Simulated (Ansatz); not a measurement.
## H2N–CH3, singlet in cc-pVTZ: errors against RCCSDT(Q)

Geometry: a PBE0/def2-TZVP stationary point for this spin, not checked as a minimum.

```xyz
7

N    -0.0974    0.0000    0.7130
C     0.0414    0.0000   -0.7334
H     0.3536   -0.8121    1.1144
H     0.3536    0.8121    1.1144
H    -0.4617    0.8777   -1.1454
H     1.0756    0.0000   -1.1076
H    -0.4617   -0.8777   -1.1454
```

Basis cc-pVTZ; Ansatz 0.2.0. Only valence electrons are correlated (noble-gas cores frozen), which leaves 14 electrons in 128 orbitals. R marks a restricted (for open shells ROHF) determinant.

Full CI isn't at hand for all of this; RCCSDT(Q) serves as the reference, and is uncertain by the last step of the cluster series or more.

- UHF ⟨S²⟩: 0.000
- T1 diagnostic (RCCSD): 0.0074
- largest doubles amplitude (RCCSD): 0.021

| level | E − E(RHF) (eV) |
| --- | --- |
| RMP2 | -11.0023 |
| RCCSD | -11.6618 |
| RCCSD(T) | -12.0628 |

Task: Estimate how far RCCSDT(Q) in cc-pVTZ lies from RCCSD(T). The table doesn't fix it; the size of (T) and the diagnostics are the guide.

Result: RCCSDT(Q) in cc-pVTZ lies 0.92 mEh below RCCSD(T), which is 6 % of the (T) step (-14.74 mEh). The diagnostics are small and one determinant leads, so the series closes fast and only a small part of (T) is left.

The other levels:

```tsv
level	E − E(RCCSDT(Q)) (mEh)	share of correlation (%)	wall time
BCCD(T)	0.86	99.81	2.3 s (H100)
RCCSDT	0.57	99.87	–
```

The correlation energy at RCCSDT(Q), counted from RHF, is -12.088 eV. That run took 38 s on 2 threads of AMD EPYC 7R13 with a shared H100 80 GB, shared host.

Times hold each run's SCF and search for its determinant on a shared host, so for small cases they say little of a method's own cost. Some runs computed forces too.

Atomization energy (electronic, same basis, no zero-point term; atoms at the same level, unrestricted beside the R rows where the molecule is a closed shell, with restricted open-shell steps beyond CCSDT(Q)) at RCCSDT(Q): 2368.4 kJ/mol. Errors of other levels:

```json
{"level": "RHF", "error (kJ/mol)": "-630.5"}
{"level": "RMP2", "error (kJ/mol)": "3.5"}
{"level": "RCCSD", "error (kJ/mol)": "-27.5"}
{"level": "RCCSD(T)", "error (kJ/mol)": "-0.2"}
{"level": "BCCD(T)", "error (kJ/mol)": "0.5"}
{"level": "RCCSDT", "error (kJ/mol)": "-1.3"}
```

This basis is far from its limit, so the value isn't to be set against a measured one.
